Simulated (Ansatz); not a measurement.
Species: C2F3N (charge 0, singlet). SMILES: N#CC(F)(F)F
Coordinates optimised at B3LYP-D3(BJ)/def2-TZVP (Ansatz, a first-principles code):
```xyz
6

C      0.0001    -0.0015    -0.3215
C     -0.0004     0.0053     1.1599
F     -0.0086     1.2491    -0.7901
F      1.0896    -0.6222    -0.7811
F     -1.0802    -0.6377    -0.7817
N     -0.0008     0.0106     2.3065
```
Charge 0, spin multiplicity 1.

Parts of the frozen-core correlation energy in cc-pVTZ (Ansatz, hartree). Frozen orbitals: 6; correlated occupied orbitals by spin: 17 and 17; virtual: 157 and 157. No spin-orbit coupling. Non-relativistic.

| term | value |
|---|---|
| reference (HF) | -428.63899 |
| MP2 opposite-spin | -0.90892 |
| MP2 same-spin | -0.32760 |
| CCSD correlation | -1.23448 |
| (T) | -0.04839 |
| T1 diagnostic | 0.013 |
| largest doubles amplitude | 0.084 |
